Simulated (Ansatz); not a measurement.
# [OH···H···N], quartet along the distance O1-H3

Starting geometry:

```
atom    x (Å)    y (Å)   z (Å)
   O  -1.0026  -0.0292  0.0000
   H  -1.2519   0.8974  0.0000
   H  -0.0431  -0.0292  0.0000
   N   1.2384  -0.0292  0.0000
```

From there H3 is moved from one fragment to the other while all else, the fragments' distance too, stays fixed; atoms are numbered as listed. Energies are in kJ/mol, counted from the starting geometry at the same level.

Basis cc-pVTZ; Ansatz 0.2.0. Only valence electrons are correlated (noble-gas cores frozen). Prefix R: restricted or restricted open-shell reference; prefix U: unrestricted.

Full CI isn't at hand for all of this; UCCSDT(Q) serves as the reference, and is uncertain by about the last step of the cluster series.

```
distance O1-H3 (Å)   UMP2
             0.960    0.0
             0.994    7.0
             1.063   31.6
             1.132   66.7
             1.201  111.4
```

Estimate the UCCSDT(Q) curve in cc-pVTZ from this one, knowing how UMP2 errs.

The computed UCCSDT(Q) values, in kJ/mol from the starting point, and the error of UMP2 against them:
```csv
distance O1-H3 (Å),UCCSDT(Q),UMP2 less UCCSDT(Q)
0.960,0.0,0.0
0.994,5.9,1.0
1.063,27.2,4.4
1.132,54.1,12.6
1.201,82.7,28.7
```

The error spans 28.7 kJ/mol and is largest, 28.7 kJ/mol, at 1.201 Å.
